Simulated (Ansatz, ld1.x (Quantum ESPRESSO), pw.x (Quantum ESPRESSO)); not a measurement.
**Re: does the ultrasoft potential hold in the solid?**

```
Element                 : Re
Generator               : ld1.x (Quantum ESPRESSO) 7.5
Type                    : ultrasoft
Functional              : LDA (PW92)
Relativity              : scalar-relativistic
Frozen core             : [Kr] 4d10 4f14
Valence charge          : 15
Reference configuration : 5s2 5p6 5d5 6s1.75 6p0 (charge +0.25)
Partial waves           : 5s (bound): rcut 1.35, rcutus 1.45 bohr; 6s (bound): rcut 1.35, rcutus 1.45 bohr; 5p (bound): rcut 1.75, rcutus 2.15 bohr; 6p (bound, empty): rcut 1.75, rcutus 2.15 bohr; 5d (bound): rcut 1.75, rcutus 1.95 bohr; 5d channel at -0.1 Ry: rcut 1.75, rcutus 1.95 bohr; 5f channel at 0.35 Ry: rcut 1.75, rcutus 2.15 bohr
Local potential         : all-electron potential smoothed inside 1.35 bohr (lloc = -1)
Core correction         : none
Augmentation charge     : PSQ, inside the norm-conserving radii
```

Atomic tests: configuration tests: test run stopped at test 4 of 9 (negative rho); lowest eigenvalue of the overlap operator: -0.27 (p channel); it is negative, so in a basis up to 400 Ry S is not positive definite; density cutoff estimated by the generator: 240 Ry.

Crystal test: diamond Re in pw.x 7.5, no spin, 8³ k-points, Fermi–Dirac smearing 0.01 Ry, cutoffs 60/480 Ry. The lattice is a test structure that the element need not adopt, and mesh and smearing are coarse.

pw.x input:

```
&control
  calculation='scf', prefix='x', pseudo_dir='./', outdir='./tmp', tstress=.true., disk_io='low'
/
&system
  ibrav=0, nat=2, ntyp=1, ecutwfc=60, ecutrho=480, nbnd=24,
  occupations='smearing', smearing='fd', degauss=0.01
/
&electrons
  conv_thr=1e-09, mixing_beta=0.4, electron_maxstep=70
/
ATOMIC_SPECIES
Re 1.0 Re.UPF
CELL_PARAMETERS angstrom
  0.00000000 2.78043331 2.78043331
  2.78043331 0.00000000 2.78043331
  2.78043331 2.78043331 0.00000000
ATOMIC_POSITIONS crystal
Re 0.0000 0.0000 0.0000
Re 0.2500 0.2500 0.2500
K_POINTS automatic
8 8 8 0 0 0
```

```bash
pw.x < Re.scf.in > Re.scf.out
```

Problem. How does the run end?

Solution. Failed (cdiaghg: S matrix not positive definite). The atomic test gives a lowest overlap eigenvalue of -0.27 in the p channel. The ghost test of this file was not conclusive. Its overlap operator is not positive definite. Atomic configuration tests: test run stopped at test 4 of 9 (negative rho). The log shows:

```
Message from routine setup:
     using ibrav=0 with symmetry is DISCOURAGED, use correct ibrav instead
     lattice parameter (alat)  =       7.4306  a.u.
     unit-cell volume          =     290.1109 (a.u.)^3
     number of electrons       =        30.00
     number of Kohn-Sham states=           24
     kinetic-energy cutoff     =      60.0000  Ry
     charge density cutoff     =     480.0000  Ry
     scf convergence threshold =      1.0E-09
     Exchange-correlation= PW
     number of k points=    29  Fermi-Dirac smearing, width (Ry)=  0.0100
     iteration #  1     ecut=    60.00 Ry     beta= 0.40
     Error in routine cdiaghg (84):
     S matrix not positive definite
```
